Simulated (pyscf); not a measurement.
Elementary routes open to :HSi–SeH (SMILES [SiH][SeH]) [singlet] + H₂ (SMILES [H][H]) in the gas phase (singlet surface):
A. H₃Si–SeH (SMILES [SiH3][SeH]) (H–H broken; H–Si, H–Si formed)
B. H₂Si=Se (SMILES [SiH2]=[Se]) + H₂ (SMILES [H][H]) (H–Se, H–H broken; H–Si, H–H formed)

PySCF, gas phase, ωB97X-D3(BJ)/def2-SVP geometries.

Question: Rank the routes by free-energy barrier at 1200 K, lowest first, for ωB97M-D3(BJ)/def2-TZVP energies (ideal gas, 1 atm, RRHO with modes under 100 cm⁻¹ raised to 100, one conformer, R ln 2 for chiral ones without a mode under 150 cm⁻¹).

Answer: A (51.4 kcal/mol), B (76.2 kcal/mol)

Route A is the fastest of these, ahead of the next by 24.9 kcal/mol. The most stable products are those of B (ΔG = -8.6 kcal/mol), whose barrier is 24.9 kcal/mol higher: the kinetic and the thermodynamic product differ. At 298 K A is still the fastest. Only these routes are compared; each barrier is that of the saddle found, and lower ones may exist. Elements up to Kr have no core potential and no relativistic terms here.
